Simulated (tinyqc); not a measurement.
Worked calculation: Pariser-Parr-Pople SCF with singles CI, for the molecule [CH2+]C=CCl (SMILES; centres numbered as the heavy atoms are written). Computed by tinyqc, a small Python program that keeps every step. Settings: charge = 1, gamma = Ohno, start = core, damping = 0, iteration cap = 61, excitations kept = 6. Command: `OMP_NUM_THREADS=1 python tinyqc.py 21956 21957 out.jsonl` (the two numbers bound the seeds that draw the settings). One thread of a shared host (Intel(R) Xeon(R) Processor @ 2.60GHz), about 0.01 s of CPU time with the checks. Later iterations appear only in the table of the cycle.

## PPP integrals

Centres (angstrom, eV; a flat drawing with bonds scaled to 1.40 angstrom):
```
centre          x          y  core charge z          W   gamma_rr
1C      -1.848000  -0.127000              1  11.390000   9.640000
2C      -0.559000   0.421000              1  11.390000   9.640000
3C       0.559000  -0.421000              1  11.390000   9.640000
4Cl      1.848000   0.127000              2  27.710000  13.410000
```

Resonance integrals (eV):
```
i  j       beta
1  2  -2.390000
2  3  -2.390000
3  4  -1.510000
```

Ohno: gamma = 14.399645/sqrt(R^2 + a^2), a = 2 x 14.399645/(gamma_rr + gamma_ss); H_rr = -W_r - sum_(s != r) z_s gamma_rs; H_rs = beta for bonds.

repulsion gamma_rs (eV), lower triangle:
```
           1C        2C        3C        4Cl
1C   9.640000
2C   7.032102  9.640000
3C   5.055981  7.034566  9.640000
4Cl  3.683027  5.278757  7.671885  13.410000
```

core matrix H (eV), lower triangle:
```
             1C          2C          3C         4Cl
1C   -30.844136
2C    -2.390000  -36.014181
3C     0.000000   -2.390000  -38.824317
4Cl    0.000000    0.000000   -1.510000  -44.343669
```

## Starting guess

pi electrons, sum of z_r less the charge = 4

Orbitals of the core matrix H.

P at the start, lower triangle:
```
            1C         2C        3C       4Cl
1C    0.041862
2C    0.161081   0.621260
3C    0.230946   0.899446  1.355005
4Cl  -0.051856  -0.146988  0.107851  1.981873
```

## Iteration 1: Fock matrix

F_rr = H_rr + P_rr gamma_rr / 2 + sum_(s != r) P_ss gamma_rs; F_rs = H_rs - P_rs gamma_rs / 2; E = tr P (H + F) / 2 + core repulsion sum_(r<s) z_r z_s gamma_rs.

F (eV), lower triangle:
```
             1C          2C          3C         4Cl
1C   -12.123427
2C    -2.956370  -12.731631
3C    -0.583830   -5.553606  -12.506545
4Cl    0.095493    0.387957   -1.923711  -17.226109
```

pi energy = -68.012989 eV

## Iteration 1: orbitals and new P

Diagonalise F (the basis is taken as orthonormal) and form P = 2 sum c c over the lowest orbitals.

orbital energies (eV): -19.508485  -17.187655  -11.566989  -6.324583

P after iteration 1, lower triangle:
```
            1C         2C        3C       4Cl
1C    0.285410
2C    0.531668   1.016061
3C    0.406676   0.830442  0.786454
4Cl  -0.203236  -0.165642  0.315244  1.912074
```

## Iteration 2: Fock matrix

As before.

F (eV), lower triangle:
```
             1C          2C          3C         4Cl
1C   -11.304894
2C    -4.259373  -13.483993
3C    -1.028074   -5.310899  -11.773815
4Cl    0.374261    0.437191   -2.719258  -19.074911
```

pi energy = -71.128790 eV

## Iteration 2: orbitals and new P

As before.

orbital energies (eV): -20.736008  -18.844144  -10.071971  -5.985491

P after iteration 2, lower triangle:
```
            1C         2C        3C       4Cl
1C    0.410400
2C    0.664142   1.093886
3C    0.409776   0.725784  0.614459
4Cl  -0.208259  -0.152769  0.395827  1.881255
```

## Iteration 3: Fock matrix

As before.

F (eV), lower triangle:
```
             1C          2C          3C         4Cl
1C   -11.138286
2C    -4.725155  -13.602536
3C    -1.035909   -4.942789  -11.659864
4Cl    0.383512    0.403216   -3.028369  -19.729923
```

pi energy = -71.551799 eV

## Iteration 3: orbitals and new P

As before.

orbital energies (eV): -21.238865  -19.141258  -9.801474  -5.949012

P after iteration 3, lower triangle:
```
            1C         2C        3C       4Cl
1C    0.462837
2C    0.713070   1.113267
3C    0.403009   0.675720  0.555731
4Cl  -0.201422  -0.148678  0.428500  1.868166
```

## Convergence

Stop when output and input P, before any damping, agree to 1e-7.

Course of the cycle:
```
iteration        E (eV)  largest |P(out) - P(in)|
1          -68.01298887                  5.69e-01
2          -71.12879026                  1.72e-01
3          -71.55179877                  5.87e-02
4          -71.61881788                  2.21e-02
5          -71.63043569                  9.47e-03
6          -71.63253012                  4.07e-03
7          -71.63291627                  1.75e-03
8          -71.63298871                  7.52e-04
9          -71.63300253                  3.24e-04
10         -71.63300521                  1.47e-04
11         -71.63300574                  6.95e-05
12         -71.63300584                  3.30e-05
13         -71.63300587                  1.58e-05
14         -71.63300587                  7.53e-06
15         -71.63300587                  3.61e-06
16         -71.63300587                  1.73e-06
17         -71.63300587                  8.33e-07
18         -71.63300587                  4.01e-07
19         -71.63300587                  1.94e-07
20         -71.63300587                  9.37e-08
```

Converged in 20 iterations.

## Converged orbitals

Charges are z - P_rr.

orbital energies (eV): -21.612931  -19.221776  -9.722825  -5.914651

coefficients:
```
          MO1        MO2        MO3        MO4
1C   0.160035   0.474021  -0.679686  -0.536395
2C   0.310201   0.682438   0.027093   0.661302
3C   0.431702   0.270593   0.692949  -0.510132
4Cl  0.831744  -0.486170  -0.238989   0.121349
```

pi charges: 1C 0.499385, 2C -0.123893, 3C 0.480825, 4Cl 0.143683

## Singles CI, singlets

Over the 4 single excitations with the smallest orbital gaps: A = (e_a - e_i) delta + 2 (ia|jb) - (ij|ab), with (pq|rs) = sum c_mp c_mq gamma_mn c_nr c_ns. f = 2/3 w |mu|^2 in atomic units, mu = sqrt2 sum c_ia sum_m c_mi c_ma R_m.

singlet CI matrix (eV), lower triangle:
```
           2>3        1>3        2>4       1>4
2>3   4.595810
1>3  -0.077836   6.262300
2>4   0.194601  -0.344131   7.324096
1>4  -0.564055   1.065506  -0.428740  9.953435
```

singlet excitation energies (eV): 4.527551  5.945580  7.278899  10.383611

oscillator strengths: 0.652169  0.019392  0.140179  0.023032

## Singles CI, triplets

Over the 4 single excitations with the smallest orbital gaps: A = (e_a - e_i) delta - (ij|ab), with (pq|rs) = sum c_mp c_mq gamma_mn c_nr c_ns.

triplet CI matrix (eV), lower triangle:
```
           2>3        1>3        2>4       1>4
2>3   2.677292
1>3  -0.382889   5.402328
2>4   0.077346  -0.631632   6.052244
1>4  -0.631632   1.406328  -0.858763  9.548511
```

triplet excitation energies (eV): 2.593464  4.863547  5.931165  10.292199
